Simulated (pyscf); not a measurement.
This saddle point was located with ωB97X-D3(BJ)/def2-SVP in PySCF.

```
Ti
O 1 1.6573
H 2 1.2376 1 78.65
O 3 1.2663 2 134.86 1 -7.65
H 4 0.9655 3 121.47 2 125.05
Cl 1 2.1931 2 112.64 3 -104.42
Cl 1 2.1936 2 114.02 3 118.37
```

Surface: singlet, charge 0. Lowest wavenumbers (cm⁻¹): 1687i, 104, 116, 147, 204.

Problem. Which two sides does it connect, and which bonds change?

Solution. HO–Ti(OH)(Cl)–Cl (SMILES [OH][Ti]([OH])([Cl])[Cl]) <-> H₂O (SMILES O) + O=Ti(Cl)–Cl (SMILES [O]=[Ti]([Cl])[Cl]), an elimination read from left to right: O–Ti, H–O broken and H–O formed. At ωB97M-D3(BJ)/def2-TZVP it lies +154.6 kJ/mol from the left side and -55.1 kJ/mol from the right (each side as separated species at their lowest minima found). On the product side the descent ends in an adduct with a O–Ti contact, 150.4 kJ/mol under the separated species and 89.6 kJ/mol under the saddle at ωB97X-D3(BJ)/def2-TZVP. At ωB97M-D3(BJ) the saddle lies under the separated products, which points to a path from their complex (located at ωB97X-D3(BJ) alone), and parting the products costs more than the saddle. What is counted as broken (O–Ti) persists as a longer contact in the product adduct; parting that adduct is a step of its own. At the saddle there is also a short H–Ti contact that neither side keeps. This is the saddle that the search found; another between the same sides may lie lower.
